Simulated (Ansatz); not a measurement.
# AlH3N: the cost of one run

Program: Ansatz 0.2.0, Gaussian basis. Level of theory: single points in def2-TZVPP. These are calculated values, not measurements.

Correlated methods freeze the cores. Orbitals are unrestricted.

### 1 Where the work starts

SMILES `[NH][AlH2]`, 5 atoms, charge 0, spin multiplicity 2.

Atoms are counted from 1 here; the program's logs count them from 0.

Bond lengths: N1–Al2 1.783 Å, N1–H3 0.991 Å, Al2–H4 1.605 Å, Al2–H5 1.639 Å. Angles: Al2–N1–H3 141.9°, N1–Al2–H4 105.5°, N1–Al2–H5 111.4°, H4–Al2–H5 142.3°.

Geometry (Å):

| atom | x (Å) | y (Å) | z (Å) |
| --- | --- | --- | --- |
| N1 | 0.47765 | -0.77846 | 0.81446 |
| Al2 | -0.22965 | 0.36412 | -0.35768 |
| H3 | 1.15166 | -1.50108 | 0.89026 |
| H4 | -1.43012 | -0.43440 | -1.06397 |
| H5 | 0.40680 | 1.86475 | -0.18968 |

### 2 PBE-D4/def2-TZVPP

run/in.yaml reads:

```yaml
crystal:
  periodic: [false, false, false]
  atoms:
    - {symbol: N, position_ang: [0.477655, -0.778465, 0.814456]}
    - {symbol: Al, position_ang: [-0.229653, 0.364116, -0.357681]}
    - {symbol: H, position_ang: [1.151660, -1.501080, 0.890258]}
    - {symbol: H, position_ang: [-1.430118, -0.434402, -1.063974]}
    - {symbol: H, position_ang: [0.406800, 1.864753, -0.189685]}
basis:
  gaussian: {orbitals: def2-TZVPP}
magnetization: {spin_polarized: true, initial_magnetization: 1}
hamiltonian: {xc: pbe, dispersion: d4}
output: {forces: true}
```

Launch:

```console
> ansatz run in.yaml --threads 2 --pin off --events-out ev --progress --plain --max-ram 3481MiB
```

Q: Estimate wall time and peak memory on 2 threads of Arm Neoverse V2, shared host.

About 1.9 s, with a peak of 0.16 GiB.
